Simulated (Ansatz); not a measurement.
**SiH4O (silanol): the energy, rung by rung**

SiH4O has 6 atoms, charge 0, and is taken as a singlet. SMILES: `O[SiH3]`. The shape is that of a PBE0-D4/def2-TZVP optimisation.

```xyz
6

O     0.6367   -1.0303    0.4190
Si   -0.0357    0.3465   -0.1870
H     0.0691   -1.6292    0.9047
H    -1.1283    0.0457   -1.1528
H     1.0605    1.0649   -0.8756
H    -0.6023    1.2024    0.8917
```

Quantity: the energy change with the Si2–H5 bond stretched from 1.481 to 2.221 Å, in eV. The values are calculated.

```tsv
level	kind	program	value (eV)	less FCI/STO-3G	CPU time (all runs)
HF/STO-3G (restricted)	Hartree–Fock	Ansatz	4.15	+1.15	0.16 s
HSE06/STO-3G (restricted)	range-separated hybrid	Ansatz	3.32	+0.32	2.3 s
wB97X/STO-3G (restricted)	range-separated hybrid	Ansatz	3.50	+0.50	8.2 s
RPA@PBE/STO-3G (restricted)	RPA	Ansatz	3.07	+0.07	2.7 s
BCCD(T)/STO-3G (restricted)	coupled cluster or CI	Ansatz	3.01	+0.01	0.28 s
CCSD(T)/STO-3G (restricted)	coupled cluster or CI	Ansatz	3.01	+0.01	0.24 s
CCSD/STO-3G (restricted)	coupled cluster or CI	Ansatz	3.04	+0.04	0.23 s
CCSDT(Q)/STO-3G (restricted)	coupled cluster or CI	Ansatz	3.00	0.00	0.43 s
FCI/STO-3G	exact in the basis	Ansatz	3.00	0.00	5.5 s
```

FCI/STO-3G is exact within its basis and frozen core, so for wave-function methods in that basis the difference is their error; functionals converge differently with the basis, so for them it is only a difference. A spin-restricted reference rises too steeply as a bond breaks; here HF/STO-3G, wB97X/STO-3G lie well above the multireference or unrestricted value. The first shape isn't each level's own minimum. The values span 3.00 to 4.15 eV. All rows use very small basis sets, so none should be taken for the real molecule's value. Times are those of the runs behind each value, whatever else they computed, on shared processors of several kinds: orders of magnitude only.
